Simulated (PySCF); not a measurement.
**Removing an electron from P2**

Species: P2.
Geometry (PBE0-D3(BJ)/def2-TZVP, Å), atoms numbered from 1 in this order:
```
atom  x, y, z in Å
P1    -0.8583   -0.3653    0.0959
P2     0.8758    0.3365   -0.1080
```

The species is `P#P` (P2).

Level: wB97X-D/aug-cc-pVTZ (PySCF). Frontier orbitals with their largest atomic shares (Löwdin; up to four atoms above 4 %):

```json
{"orbital": "HOMO−3", "ε (eV)": "-15.03", "main atoms": "P2 50 %, P1 50 %"}
{"orbital": "HOMO−2", "ε (eV)": "-10.25", "main atoms": "P1 50 %, P2 50 %"}
{"orbital": "HOMO−1", "ε (eV)": "-9.94", "main atoms": "?"}
{"orbital": "HOMO", "ε (eV)": "-9.94", "main atoms": "?"}
{"orbital": "LUMO", "ε (eV)": "-0.92", "main atoms": "P2 50 %, P1 50 %"}
{"orbital": "LUMO+1", "ε (eV)": "-0.92", "main atoms": "P2 50 %, P1 50 %"}
{"orbital": "LUMO+2", "ε (eV)": "1.36", "main atoms": "P2 50 %, P1 50 %"}
```

**Question.** What vertical ionisation energy does ΔSCF give, and how far is −ε(HOMO) from it?

**Answer.** ΔSCF: 10.49 eV (1012 kJ/mol; threshold wavelength 118 nm); ⟨S²⟩ of the doublet left behind is 0.753, against 0.75 for a pure doublet. −ε(HOMO) is 9.94 eV, 0.55 eV below it. For the exact functional −ε(HOMO) would equal the first vertical ionisation energy; wB97X-D (range-separated hybrid) falls short of its own ΔSCF value by 5 %. Holes in the HOMO−1 and HOMO−2 were tried too where these lie within 1.2 eV of the HOMO; the lowest converged state counts.

**Question.** On which atoms does the HOMO lie?

**Answer.** HOMO: P2 50 %, P1 50 %; HOMO−1: P2 50 %, P1 50 %. These 2 orbitals lie within 0.02 eV of one another; within a degenerate set any mixture serves as well, and the shares of a single orbital can change with the mixture. The HOMO−2 lies 0.31 eV lower.

**Question.** And the vertical electron affinity, the fundamental gap, Mulliken's electronegativity and the hardness (with the factor ½)?

**Answer.** EA = 0.61 eV by ΔSCF (−ε(LUMO) = 0.92 eV). IE − EA = 9.88 eV against an orbital gap of 9.02 eV; (IE + EA)/2 = 5.55 eV; (IE − EA)/2 = 4.94 eV. Parr's electrophilicity index (IE + EA)²/[8(IE − EA)] is 1.56 eV.

**Question.** What total energies stand behind the ΔSCF value?

**Answer.** E(N) = -682.70048 Eh and E(N − 1) = -682.31512 Eh at the same geometry, 0.38536 Eh apart. With one more electron, E(N + 1) = -682.72271 Eh.

**Question.** The lowest singlet excitation (vertical TDDFT, same level) lies at 3.47 eV. How far is it below IE − EA?

**Answer.** IE − EA = 9.88 eV, so by 6.41 eV.

**Question.** How many of the 10 lowest singlet excitations (vertical TDDFT, same level) lie below the ionisation energy?

**Answer.** All 10; they run from 3.47 to 7.81 eV.

**Question.** Shift the occupied levels rigidly so that −ε(HOMO) equals the ΔSCF value. What binding energies result?

**Answer.** The shift is +0.55 eV: HOMO 10.49, HOMO−1 10.49, HOMO−2 10.80, HOMO−3 15.58 eV. A rigid shift is only a rough guide to the deeper ionisations.

Isolated species at its PBE0-D3(BJ)/def2-TZVP geometry, gas phase.

The pairwise dispersion term of wB97X-D wasn't added to the energies; at a given geometry it leaves orbitals and properties as they are.
